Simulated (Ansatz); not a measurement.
# CO: the cost of one run

Computed with Ansatz 0.2.0 (DFT PBE0, Gaussian basis def2-SVP, unless a step's input says otherwise).

## (1) The system as given

Bond lengths: C1–O2 1.123 Å.

As a file:

```xyz
2

C     0.0000    0.0000    0.0023
O     0.0000    0.0000    1.1257
```

## (2) Relaxing the atoms: CO

input.yaml reads:

```yaml
relax:
  f_tol: 0.001
  max_steps: 200
crystal:
  periodic: [false, false, false]
  atoms:
    - { symbol: C, position_ang: [0.0, 0.0, 0.002306] }
    - { symbol: O, position_ang: [0.0, 0.0, 1.125694] }
basis:
  gaussian: { orbitals: def2-SVP }
hamiltonian:
  xc: pbe0
scf:
  lower_state_search: light
```

Command:

```
ansatz run input.yaml --threads 16 --pin off --max-ram 40960MiB --backend cpu --events-out ev --progress --plain --runs-dir out
```

**Question.** How long does this run take on 16 threads of Intel Xeon at 2.70GHz, shared host, and how much memory does it need?

About 1.3 s, with a peak of 0.094 GiB.
